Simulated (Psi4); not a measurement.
Process, species as SMILES: P (PH3) + H+ → [PH4+]
B3LYP-D3(BJ)/def2-TZVP geometries, fixed; electronic energies without zero-point terms; positive where energy is released.
Largest species:
```xyz
5

P      0.0000     0.0000     0.0000
H      0.0115     1.3163    -0.4706
H      1.1354    -0.6707    -0.4639
H     -1.1473    -0.6505    -0.4634
H      0.0003     0.0049     1.3979
```
Charge +1, spin multiplicity 1.

Basis-set convergence of the proton affinity at PBE with Psi4. All functions are spherical. Density fitting with the program's default auxiliary sets. No added dispersion term, no relativity. Functions are those of the species that has most. Reference: the value in aug-cc-pV(Q+d)Z, 190.60 kcal/mol, itself unsure by roughly 0.05 kcal/mol (its mean distance from def2-QZVPPD, def2-QZVPP, cc-pV(Q+d)Z). Deviations are taken from unrounded values. Cost is core time over that of def2-SV(P), rough, on shared machines of one kind.

```tsv
basis	functions	cost
def2-SV(P)	26	1×
def2-SVP	38	1×
def2-SVPD	56	1×
def2-TZVP	61	1×
aug-cc-pV(D+d)Z	68	1×
def2-TZVPD	79	1×
def2-TZVPP	98	1×
jun-cc-pV(T+d)Z	104	1×
def2-TZVPPD	116	1×
aug-cc-pV(T+d)Z	147	2×
def2-QZVPP	190	2×
def2-QZVPPD	208	3×
aug-cc-pV(Q+d)Z	273	4×
```

Problem. Which is the smallest set listed that can be trusted to 2 kcal/mol here, that is, within that of the reference together with its larger relatives (same family, alike in diffuse functions; a set with none to test it counts only in the reference's own line)?

Solution. The smallest set listed that lies within 2 kcal/mol of the reference with all its larger relatives (same family, alike in diffuse functions; a set with none counts only in the reference's own line) is def2-SVP (38 functions, 1× in cost, 0.03 kcal/mol off). Value minus reference: def2-SV(P) -2.42, def2-SVP 0.03, def2-SVPD -0.58, def2-TZVP -0.14, aug-cc-pV(D+d)Z -1.63, def2-TZVPD -0.33, def2-TZVPP -0.08, jun-cc-pV(T+d)Z -0.35, def2-TZVPPD -0.25, aug-cc-pV(T+d)Z -0.34, def2-QZVPP -0.02, def2-QZVPPD -0.07, aug-cc-pV(Q+d)Z 0.00 kcal/mol.
